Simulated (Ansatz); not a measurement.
Consider the isomerisation: `C=NC(F)OC` → `CN1COC1F`.

Program: Ansatz. Geometries: PBE0-D4/def2-TZVP. ΔE: electronic, gas phase. CCSD(T)/CBS adds triple-zeta CCSD(T) − MP2 to the extrapolated MP2 energy (def2 sets, frozen cores). DFT in def2-TZVPP. B3LYP here is the variant with VWN-RPA as its local correlation; programs differ in this. One conformer a species, not always the lowest.

```
 level  ΔE (kJ/mol)
PBE-D4          4.8
 B3LYP         24.3
```

Q: What does CCSD(T)/CBS give? (An estimate is asked.)

A: Computed: +14.0 kJ/mol. The listed levels differ from it by -9.2, 10.3 kJ/mol.

Largest T1 diagnostic among the species: 0.012.

From PBE to PBE0 (25 % exact exchange), in def2-TZVPP and without D4, ΔE moves by −7.0 kJ/mol. In def2-TZVPP, CCSD(T) changes the Hartree–Fock value by −11.7 kJ/mol (the triples alone add +0.9 kJ/mol) and MP2 by −18.1 kJ/mol.
